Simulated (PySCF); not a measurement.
## Telling isomers of C₅H₃N apart by NMR

Averaged over atoms made equivalent by symmetry, fast rotation or ring inversion, a single conformation, no solvent, non-relativistic Hamiltonian. PBE0-D3(BJ)/def2-SVP structure; NMR shieldings at PBE0/pcSseg-1/GIAO; couplings computed with B3LYP/pcJ-1; PySCF 2.14.0 with density-fitted response routines.

Referencing at the same level of theory: 1H, 13C against TMS. Multiplet labels drop J under 1 Hz and among equivalent protons, and merge close values. Unscaled 3J(H,H) run several per cent high. Shifts are as computed. Against solution values, carbons near 30 ppm lie about +2 ppm off and those near 130 ppm about +5 ppm. Of 1211 compounds with measured shifts, 218 miss one by over three times the rms of a fit or turn the order of signals round; such compounds aren't used in these exercises.

(1) Tabulate the signals of `C#C/C=C/C#N`, `C=C=C=CC#N`, `C=CC#CC#N` and their relative energies.

(2) What is the quickest way to tell C#C/C=C/C#N from C=C=C=CC#N?

(3) What is the quickest way to tell C#C/C=C/C#N from C=CC#CC#N?

(4) What is the quickest way to tell C=C=C=CC#N from C=CC#CC#N?

## Answers

(1) 
```tsv
SMILES	carbon types	δC	δH	E rel. (kcal/mol)
C#C/C=C/C#N	2×C 3×CH	138.6, 121.9, 121.0, 102.5, 82.7	6.41 (dd, 1H), 5.79 (dd, 1H), 3.90 (dd, 1H)	2.1
C=C=C=CC#N	3×C 1×CH 1×CH2	200.0, 181.5, 119.1, 114.7, 87.0	6.11 (d, 2H), 5.48 (t, 1H)	7.4
C=CC#CC#N	3×C 1×CH 1×CH2	148.8, 121.9, 111.2, 81.1, 75.2	6.50 (dd, 1H), 6.35 (dd, 1H), 5.99 (dd, 1H)	0.0
```

Energies are electronic energies at PBE0/pcSseg-1 on these geometries, without zero-point or thermal terms, each for the one conformer computed, which needn't be the lowest.

(2) Both give the same number of carbon signals, but DEPT or the intensities differ. The first has an alkene CH at 138.6 ppm, the second a central carbon of an allene (C) at 200.0 ppm.

(3) Both give the same number of carbon signals, but DEPT or the intensities differ. The first has a terminal alkyne carbon (CH) at 102.5 ppm, the second a terminal =CH2 carbon at 148.8 ppm. Their most deshielded carbons lie at 138.6 and 148.8 ppm.

(4) Both give the same number of carbon signals, with the same numbers of each carbon type, so the positions decide. The first has a central carbon of an allene (C) at 200.0 ppm, the second an alkyne carbon (C) at 75.2 ppm. Their most deshielded carbons lie at 200.0 and 148.8 ppm.
